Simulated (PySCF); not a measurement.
Compound: pentafluorophosphorane, PF₅.
Bonds: F1–P2, P2–F3, P2–F4, P2–F5, P2–F6.

Theory: PBE0-D3(BJ)/def2-SVP geometry optimisation, gas phase in PySCF.

**Question.** How far are the bound atoms from P2?

**Answer.** 5 atoms: F3 1.568 Å, F5 1.568 Å, F4 1.569 Å, F1 1.594 Å, F6 1.594 Å.

**Question.** List the angles at P2.

**Answer.** 
```json
{"angle": "F1–P2–F6", "degrees": "180.0", "distance of the outer atoms (Å)": "3.19"}
{"angle": "F3–P2–F5", "degrees": "120.0", "distance of the outer atoms (Å)": "2.72"}
{"angle": "F4–P2–F5", "degrees": "120.0", "distance of the outer atoms (Å)": "2.72"}
{"angle": "F3–P2–F4", "degrees": "120.0", "distance of the outer atoms (Å)": "2.72"}
{"angle": "F4–P2–F6", "degrees": "90.0", "distance of the outer atoms (Å)": "2.24"}
{"angle": "F1–P2–F5", "degrees": "90.0", "distance of the outer atoms (Å)": "2.24"}
{"angle": "F3–P2–F6", "degrees": "90.0", "distance of the outer atoms (Å)": "2.24"}
{"angle": "F1–P2–F4", "degrees": "90.0", "distance of the outer atoms (Å)": "2.24"}
{"angle": "F1–P2–F3", "degrees": "90.0", "distance of the outer atoms (Å)": "2.24"}
{"angle": "F5–P2–F6", "degrees": "90.0", "distance of the outer atoms (Å)": "2.24"}
```

**Question.** What is the shape at P2?

**Answer.** Trigonal bipyramidal: τ5 = (β − α)/60° = 1.00 from the two widest angles, 180.0° and 120.0° (0 for a square pyramid, 1 for a trigonal bipyramid). The P–F distances aren't all alike: 1.568 to 1.594 Å.

**Question.** What are the rotational constants (commonest isotopes, rigid rotor)?

**Answer.** A = 3604, B = 3034, C = 3033 MHz: a prolate symmetric top.

Point group: D3h (every atom within 0.08 Å of its image). Charge 0, singlet. PBE0-D3(BJ)/def2-SVP frequencies: not computed here.

On an Arm Neoverse V2 with one thread, no GPU, shared host with 192 logical CPUs at a one-minute load of 173, this took 32 s wall and 0.37 GiB of memory at its peak. These figures are those of the optimisation.
